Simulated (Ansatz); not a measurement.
Geometry optimisation, UHF/STO-3G in Ansatz.

Input file:

```yaml
crystal:
  periodic: [false, false, false]
  atoms:
    - { symbol: C, position_ang: [-0.3193, -2.3622, 0.4091] }
    - { symbol: C, position_ang: [-0.2192, -1.0371, 0.2717] }
    - { symbol: C, position_ang: [-0.0997, 0.2532, 0.1387] }
    - { symbol: O, position_ang: [-0.5359, 1.0512, 1.148] }
    - { symbol: C, position_ang: [0.6576, 0.9589, -0.9698] }
    - { symbol: O, position_ang: [0.3766, 2.3795, -0.9126] }
    - { symbol: H, position_ang: [0.3856, -2.909, 0.9443] }
    - { symbol: H, position_ang: [-1.1728, -2.8045, -0.0674] }
    - { symbol: H, position_ang: [-1.043, 0.4657, 1.8342] }
    - { symbol: H, position_ang: [1.7387, 0.834, -0.8228] }
    - { symbol: H, position_ang: [0.3382, 0.5879, -1.9105] }
    - { symbol: H, position_ang: [-0.0299, 2.527, -0.0288] }
magnetization:
  spin_polarized: true
basis:
  gaussian: { orbitals: STO-3G }
hamiltonian:
  xc: hf
relax:
  f_tol: 0.02
  max_steps: 40
```

Command:

```bash
$ ansatz run input.yaml --threads 1 --pin off --max-ram 2048MiB --backend cpu --events-out ev --progress --plain --runs-dir out
```

Question: Where does it end, and by what steps?

Answer: It converged. The force dipped under the threshold on the way, but the program's further checks kept it going. Limits of this set-up: minimal basis. After 20 steps the energy has fallen by 0.537 eV; O6 moved furthest, 0.65 Å.

```tsv
step	energy less start (eV)	largest force component (eV/Å)	accepted
0	0.0000	3.632	yes
1	-0.4078	1.083	yes
2	-0.3628	1.723	no
3	-0.4765	0.512	yes
4	-0.4998	0.262	yes
5	-0.5127	0.431	yes
6	-0.5187	0.252	yes
7	-0.5227	0.205	yes
8	-0.5291	0.121	yes
9	-0.5298	0.182	yes
10	-0.5347	0.132	yes
11	-0.5322	0.191	no
12	-0.5358	0.061	yes
13	-0.5367	0.033	yes
14	-0.5370	0.017	yes
15	-0.5371	0.022	yes
16	-0.5371	0.052	yes
17	-0.5363	0.110	no
18	-0.5372	0.022	yes
19	-0.5372	0.028	no
20	-0.5372	0.007	yes
```

```xyz
12
Properties=species:S:1:pos:R:3
C -0.478 -2.376 0.278
C -0.224 -1.072 0.288
C 0.044 0.229 0.300
O -0.263 1.093 1.372
C 0.712 1.008 -0.847
O -0.087 2.119 -1.281
H 0.240 -3.107 0.639
H -1.417 -2.777 -0.092
H -0.732 0.531 2.037
H 1.704 1.345 -0.514
H 0.854 0.347 -1.706
H -0.276 2.606 -0.439
```

Whether the end is a true minimum wasn't checked by a vibrational analysis.

The run took 24 s on 1 thread of Arm Neoverse V1 (shared host), peak memory 0.1 GiB.
